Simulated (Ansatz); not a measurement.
Reading a saddle point

A first-order saddle point of C2H10Si, singlet, PBE0-D4/def2-TZVP, with one imaginary mode of 1513i cm⁻¹:

```
13
angstrom
Si -0.3873 -0.5283 -0.1936
H 1.2944 -0.7436 -0.5248
H -0.6471 -1.5549 -1.2357
H -1.7401 0.1510 -0.0543
C -0.0396 -0.9979 1.5816
H 0.9008 0.2797 -0.8182
C 0.1664 1.3960 -1.0624
H -0.9778 -1.2608 2.0794
H 0.6717 -1.8201 1.6610
H 0.3801 -0.1353 2.1084
H -0.1257 2.0221 -0.2196
H 1.1024 1.7871 -1.4839
H -0.5982 1.4050 -1.8380
```

Computed with Ansatz 0.2.0 (basis: def2-TZVPP and def2-QZVPP); correlated methods freeze the cores. Extrapolation: Hartree–Fock as exp(−7.88 √X), correlation as X^−2.97.

Q: Which contacts change along the imaginary mode, and what lies on either side? (Judge from chemistry; the calculation decides.)

A: Computed: The step is CH₆Si ([CH3][SiH3]) + CH₄ → C₂H₈Si (C[SiH2]C) + H₂, with the molecules in contact on both sides. Shortening one way: Si1–C7, H2–H6; lengthening the same way: Si1–H2, H6–C7.
```json
{"pair": "Si1–C7", "one side (Å)": "3.98", "saddle (Å)": "2.18", "other side (Å)": "1.87"}
{"pair": "H2–H6", "one side (Å)": "2.95", "saddle (Å)": "1.13", "other side (Å)": "0.75"}
{"pair": "Si1–H2", "one side (Å)": "1.49", "saddle (Å)": "1.73", "other side (Å)": "3.40"}
{"pair": "H6–C7", "one side (Å)": "1.09", "saddle (Å)": "1.36", "other side (Å)": "3.93"}
```

Q: Which side is lower, and how far does the saddle lie above each? (To be estimated.)

A: The calculation gives: The side with Si1–H2, H6–C7 short is lower by 6.68 kcal/mol; the saddle lies 79.49 kcal/mol above it and 72.81 kcal/mol above the other (CCSD(T) at an estimated basis limit (MP2 extrapolated from triple and quadruple zeta, plus CCSD(T) − MP2 in triple zeta); electronic energies).

T1 diagnostic: at most 0.011.

Labels in which every atom is bracketed show which atoms are joined, not bond orders.

For scale, one of the runs: CCSD(T)/def2-TZVPP, 244 basis functions, launched by `ansatz run in.yaml --threads 4 --pin off --events-out ev --progress --plain --max-ram 9574MiB`. The run took 2.2 min on 4 CPU threads of an AMD EPYC (shared host), with 4.8 GiB of host memory at its peak.
